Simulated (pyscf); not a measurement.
This saddle point was located with ωB97X-D3(BJ)/def2-SVP in PySCF.

```xyz
10

C     -2.1525    -0.5938     0.1230
O     -1.6312     0.6913    -0.0282
H     -2.0847    -1.2067    -0.7977
H     -3.2248    -0.4713     0.3588
H     -1.6932    -1.1589     0.9582
H     -0.4730     0.5755    -0.2836
C      0.7562     0.2525    -0.5488
H      0.7101    -0.3423    -1.4697
H      1.2545     1.2217    -0.6747
H      1.1053    -0.3125     0.3245
```
Charge 0, spin multiplicity 2.

Surface: doublet, charge 0. Lowest wavenumbers (cm⁻¹): 1862i, 38, 148, 173, 381.

Question: What reaction is this the transition state of?

Answer: `[CH3][OH]` + `[CH3]` [doublet] ⇌ `[CH3][O]` [doublet] + `[CH4]`, a hydrogen abstraction read from left to right: H–O broken and C–H formed. At CCSD(T)/def2-TZVPP + ΔMP2(QZVPP) it lies +57.1 kJ/mol from the left side and +54.6 kJ/mol from the right (each side as separated species at their lowest minima found). H₃C–O• lies 29.4 kJ/mol over its isomer •H₂C–OH (electronic energy, ωB97M-D3(BJ)). One saddle was located; it need not be the lowest between these sides. The angle at the transferred H is 171°. The CCSD(T) − MP2 part came from Ansatz, without density fitting, on the same reference.
